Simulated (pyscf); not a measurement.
Elementary routes open to `[Ge]=[Se]` [singlet] + `[H][H]` in the gas phase (singlet surface):
A. `[GeH][SeH]` [singlet] (H–H broken; Ge–H, H–Se formed)
B. `[GeH2]=[Se]` (H–H broken; Ge–H, Ge–H formed)

Optimised with ωB97X-D3(BJ)/def2-SVP in PySCF.

Rank the routes by free-energy barrier at 600 K, lowest first, for ωB97M-D3(BJ)/def2-TZVP energies (ideal gas, 1 atm, RRHO with modes under 100 cm⁻¹ raised to 100, one conformer, R ln 2 for chiral ones without a mode under 150 cm⁻¹).

A (48.4 kcal/mol), B (80.9 kcal/mol)

Route A is the fastest of these, ahead of the next by 32.5 kcal/mol. The most stable products are those of A (ΔG = +18.1 kcal/mol), so kinetics and thermodynamics agree. At 1200 K A is still the fastest. Only these routes are compared; each barrier is that of the saddle found, and lower ones may exist. Elements up to Kr have no core potential and no relativistic terms here.
